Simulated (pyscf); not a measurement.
Single points on ωB97X-D3(BJ)/def2-SVP structures (PySCF, gas phase). Correlated levels are frozen-core, on RHF or UHF. ΔMP2 is the change of the MP2 total energy from the triple- to the quadruple-zeta basis.

For `[CH2]=[C]=[CH2]` + `[OH2]` → `[CH2]=[CH][CH2][OH]`, an addition across a multiple bond or ene-type step (singlet surface; H–O broken, C–O, C–H formed), PBE/def2-TZVP gives ΔE‡ = 210.6 kJ/mol and ΔE = -88.9 kJ/mol (zero: the separated reactants). In which direction and how far do B3LYP-D3(BJ)/def2-TZVP, PBE0-D3(BJ)/def2-TZVP, CCSD(T)/def2-TZVPP + ΔMP2(QZVPP) move these?

B3LYP-D3(BJ): ΔE‡ = 237.7 kJ/mol, ΔE = -89.7 kJ/mol; PBE0-D3(BJ): ΔE‡ = 225.5 kJ/mol, ΔE = -107.5 kJ/mol; CCSD(T): ΔE‡ = 249.3 kJ/mol, ΔE = -90.3 kJ/mol. PBE's barrier lies under all of them, by 14.9 to 38.6 kJ/mol. Its reaction energy matches one of them and lies within 18.6 kJ/mol of the others. Low barriers are usual for a GGA, whose delocalisation error favours stretched bonds. The same reactants have a lower exit, to H₂C=C(CH₃)–OH (barrier +209.5 kJ/mol at ωB97M-D3(BJ)/def2-TZVP, against +238.2 kJ/mol here). H₂C=CH–CH₂–OH lies 44.3 kJ/mol over its isomer H₂C=C(CH₃)–OH (electronic energy, ωB97M-D3(BJ)/def2-TZVP). One saddle was located; it need not be the lowest between these sides. The CCSD(T) − MP2 part came from Ansatz, without density fitting, on the same reference.
